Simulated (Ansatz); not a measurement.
Predict the output of the script below (Ansatz 0.2.0, Python API).

`energy_c4h8o.py`:
```python
"""Single point of C4H8O(+)."""

import ansatz as az

c4h8o = (
    az.Crystal.molecule()
    .atom("C", [2.4016, -0.4816, 0.6913])
    .atom("C", [1.5786, 0.3446, -0.2413])
    .atom("O", [0.3822, -0.1355, -0.7325])
    .atom("C", [-0.6523, 0.3813, 0.0723])
    .atom("C", [-1.9901, -0.114, -0.4558])
    .atom("H", [1.8448, -0.6575, 1.6348])
    .atom("H", [2.6452, -1.4538, 0.2151])
    .atom("H", [1.9682, 1.2928, -0.5979])
    .atom("H", [-0.6587, 1.4962, 0.0443])
    .atom("H", [-0.5469, 0.0363, 1.1271])
    .atom("H", [-2.8138, 0.2877, 0.1714])
    .atom("H", [-2.1355, 0.2272, -1.5028])
    .atom("H", [-2.0232, -1.2238, -0.4261])
)

calculation = (
    c4h8o.calculation()
    .basis(gaussian="cc-pVDZ")
    .functional("lc_wpbe")
    .charge(1)
    .spin("collinear", total=1)
)
res = calculation.run(threads=1)
data = res.report

for key in ("converged", "free_energy_ev", "reference_energy_ev", "n_frozen", "n_occupied", "n_virtual"):
    print(f"{key:22s} {data[key]}")

field = data["mean_field"]
print("<S^2> =", round(abs(field["state"]["spin_squared"]), 4), " all-electron relativity setting:", field["relativity"])
print("passes:", field["passes"])
if "symmetry" in field:
    print("occupied orbitals by irrep:", field["symmetry"]["occupied"])
```

```console
$ python energy_c4h8o.py
converged              True
free_energy_ev         -6309.782225968057
reference_energy_ev    -6309.782225968057
n_frozen               0
n_occupied             [20, 19]
n_virtual              [90, 91]
<S^2> = 0.7535  all-electron relativity setting: none
passes: {'evaluations': 20, 'products': 24}
occupied orbitals by irrep: [{'A': 20}, {'A': 19}]
```

What to keep in mind:
- The settings weren't tested for convergence.
- The geometry is a force-field or estimated start, not a minimum of this method, and the basis set is short of its limit.
- The species is open-shell (spin multiplicity 2).
- Finished in 6.6 s on 1 thread of Intel(R) Xeon(R) Platinum 8488C (Sapphire Rapids), with other jobs on the host, peak memory 0.29 GiB.

(A comment or docstring line of the script was reworded after the run, the code is as it ran.)
